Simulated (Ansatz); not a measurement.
Single points on B2P⁺.

```yaml
crystal:
  periodic: [false, false, false]
  atoms:
    - {symbol: B, position_ang: [-0.846925, 0.645607, 0.270935]}
    - {symbol: B, position_ang: [-0.157300, -0.879722, -0.639403]}
    - {symbol: P, position_ang: [1.004215, 0.234115, 0.368469]}
basis:
  gaussian: {orbitals: def2-TZVP, initial_orbitals: start.molden}
total_charge: 1
magnetization: {spin_polarized: true, initial_magnetization: 4}
hamiltonian: {xc: {name: LC-wPBE, parameters: {omega: 0.3/bohr}}}
scf: {omitted_lower_state_checks: [starts]}
output: {orbitals: {seedname: orbitals}}
```

The file start.molden holds the orbitals of an earlier run on this structure, at another level or in another basis.

```sh
$ ansatz run in.yaml --threads 4 --pin off --events-out ev --progress --plain --max-ram 3916MiB
```

Shortened log:

```
Functional definition: LC-wPBE
608 factors; their error is unknown
137 factors; integrals over basis functions are off by at most 3.0e-5 eV
mean field evaluation 1: about -10620.7874 eV, gradient 5.1e0 eV
mean field evaluation 2: about -10620.8269 eV, gradient 6.0e-2 eV
mean field evaluation 4: about -10620.8219 eV, gradient 1.3e-4 eV
mean field evaluation 8: about -10620.8219 eV, gradient 1.7e-5 eV
mean field -10620.82188739 eV, -390.3080053101 hartree, gradient 1.7e-5 eV, S^2 6.007108; 0 other end points of the search recorded, 0 dependent functions left out
reference -10620.82188741 eV, -390.3080053108 hartree; 14, 10 occupied and 85, 89 virtual orbitals, 608 factors
Total energy: -10620.82188741 eV, -390.3080053108 hartree
Checks for a lower state left out: starts
```

Run time 0.9 s (4 threads of Arm Neoverse V2 on a shared host).

As the first input, with `hamiltonian: {xc: {name: wB97M-V}}` (abridged; 2.1 s):

```
Functional definition: wB97M-V
mean field -10624.41173599 eV, -390.4399298128 hartree, gradient 2.7e-5 eV, S^2 6.003877
Total energy: -10624.41177688 eV, -390.4399313153 hartree
Checks for a lower state left out: starts
```

As the first input, with `correlation: {method: mp2}` and without the key `hamiltonian` (abridged; 0.41 s):

```
Functional definition: HF
mean field -10602.34015516 eV, -389.6288141780 hartree, gradient 5.6e-6 eV, S^2 6.018496
7 core orbitals not correlated: weight in the atoms' cores, before any rotation towards them, 1.000 or more for the frozen orbitals, at most 0.000 for the correlated occupied ones
second order -5.70930314 eV of doubles, -0.00000000 eV of singles
Total energy: -10608.04945831 eV, -389.8386271987 hartree
Checks for a lower state left out: starts
```

The first input with `hamiltonian: {xc: {name: LC-wPBE, parameters: {omega: 0.15/bohr}}}` (abridged; 0.8 s):

```
Functional definition: LC-wPBE
mean field -10620.48112488 eV, -390.2954825186 hartree, gradient 1.6e-5 eV, S^2 6.003623
Total energy: -10620.48112496 eV, -390.2954825216 hartree
Checks for a lower state left out: starts
```

The first input with `gaussian: {orbitals: def2-TZVPP, initial_orbitals: start.molden}`, `correlation: {method: ccsd_t}`, `scf: {omitted_lower_state_checks: [starts, cluster_reference]}` and without the key `hamiltonian` (abridged; 1.8 s):

```
Functional definition: HF
mean field -10602.34145710 eV, -389.6288620234 hartree, gradient 1.8e-6 eV, S^2 6.018492
7 core orbitals not correlated: weight in the atoms' cores, before any rotation towards them, 1.000 or more for the frozen orbitals, at most 0.000 for the correlated occupied ones
second order -5.76538983 eV of doubles, -0.00000000 eV of singles
cycle   1  -6.27538633 eV  change   -5.1e-1 eV  update   8.3e-2
cycle   2  -6.55522056 eV  change   -2.8e-1 eV  update   3.6e-2
cycle   3  -6.62335550 eV  change   -6.8e-2 eV  update   2.1e-2
cycle   4  -6.62930413 eV  change   -5.9e-3 eV  update   9.5e-3
cycle   5  -6.63259105 eV  change   -3.3e-3 eV  update   3.6e-3
cycle   6  -6.63326658 eV  change   -6.8e-4 eV  update   1.5e-3
cycle   7  -6.63380939 eV  change   -5.4e-4 eV  update   6.2e-4
cycle   8  -6.63394378 eV  change   -1.3e-4 eV  update   2.3e-4
cycle   9  -6.63390176 eV  change    4.2e-5 eV  update   8.8e-5
cycle  10  -6.63392041 eV  change   -1.9e-5 eV  update   3.5e-5
cycle  11  -6.63392752 eV  change   -7.1e-6 eV  update   1.5e-5
cycle  12  -6.63392461 eV  change    2.9e-6 eV  update   5.2e-6
perturbative correction -0.43112858 eV, -0.0158436832 hartree
Total energy: -10609.40651030 eV, -389.8884979394 hartree
Checks for a lower state left out: starts, cluster_reference
```

First input, but with `hamiltonian: {xc: {name: CAM-B3LYP}, dispersion: d4}` (abridged; 0.91 s):

```
Functional definition: CAM-B3LYP
mean field -10624.50081142 eV, -390.4432032745 hartree, gradient 1.9e-5 eV, S^2 6.006083
Total energy: -10624.55343327 eV, -390.4451370918 hartree
Checks for a lower state left out: starts
```

As the first input, with `gaussian: {orbitals: STO-3G}`, `hamiltonian: {xc: hf}` (abridged; 0.05 s):

```
Functional definition: HF
mean field -10482.14941628 eV, -385.2118859924 hartree, gradient 2.8e-5 eV, S^2 6.018799
Total energy: -10482.14941628 eV, -385.2118859924 hartree
Checks for a lower state left out: starts
```

Geometry: r2SCAN-D4/def2-TZVP.

Correlated methods freeze 7 core orbitals. The order of the spin states hangs on the level: the singlet lies 2.16 eV below the quintet at PBE0-D4/def2-TZVP, but 0.05 eV above it at HF/STO-3G. The singlet is doubtful at HF/STO-3G (restricted singlet, unstable in another Hartree–Fock run and untested here). The structure comes from a short search, and lower isomers may exist.
